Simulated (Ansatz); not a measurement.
HGeAs⁺, doublet in cc-pVDZ: errors against UCCSDTQ

Geometry: that of the HGeAs, triplet, kept fixed.

```xyz
3

Ge    0.0000   -0.0368    1.2246
As    0.0000    0.0147   -1.2049
H     0.0000    1.5590    1.3081
```

Basis cc-pVDZ; Ansatz 0.2.0. Correlated methods freeze the noble-gas cores and the filled d shells of p-block atoms, which leaves 9 electrons in 31 orbitals. R marks a restricted (for open shells ROHF) determinant, U an unrestricted one. Active spaces: valence = (9e, 9o) chosen from the atoms' valence shells. No spin–orbit coupling is included, and no scalar relativity.

Full CI isn't at hand for all of this; UCCSDTQ serves as the reference, and is uncertain by about the last step of the cluster series. The frozen core follows each run's orbitals, which can shift R against U totals by a few meV for light atoms and by up to 0.1 eV past Ca.

Unrestricted rows (U) aren't spin-pure: their determinants' ⟨S²⟩ exceeds S(S+1) by up to 0.90, so they mix in states of higher spin.

* UHF ⟨S²⟩: 1.647
* T1 diagnostic (RCCSD): 0.0811
* largest doubles amplitude (RCCSD): 0.131
* T1 diagnostic (UCCSD): 0.0807

```tsv
level	E − E(UCCSDTQ) (kJ/mol)	share of correlation (%)	wall time
UHF	443.1	12.03	–
UMP2	131.9	73.81	–
UCCSD	27.9	94.47	–
UCCSD(T)	9.8	98.06	56 s
UCCSDT	2.5	99.51	–
UCCSDT(Q)	0.0	99.99	92 s
```

The correlation energy at UCCSDTQ, counted from RHF, is -5.220 eV. That run took 1.8 min on 2 threads of AMD EPYC 7R13 with a shared H100 80 GB, shared host.

Run but not shown, since their state or frozen core can't be matched to the reference's or they repeat it: RHF, RMP2, CISD, RCCSD, RCCSD(T), BCCD(T), RCCSDT, RCCSDT(Q), RCCSDTQ, CASSCF (valence space), NEVPT2 (valence space), MRCISD (valence space), MRCISD+Q (valence space).

Times hold each run's SCF and search for its determinant on a shared host, so for small cases they say little of a method's own cost; they ran on 1 thread of AMD EPYC 7R13.

Natural occupations of CASSCF (valence space) about the gap: 1.985 1.967 1.943 1.818 0.984 0.186 0.043 0.043 0.030; effectively unpaired electrons, Σ n²(2−n)², 1.26.
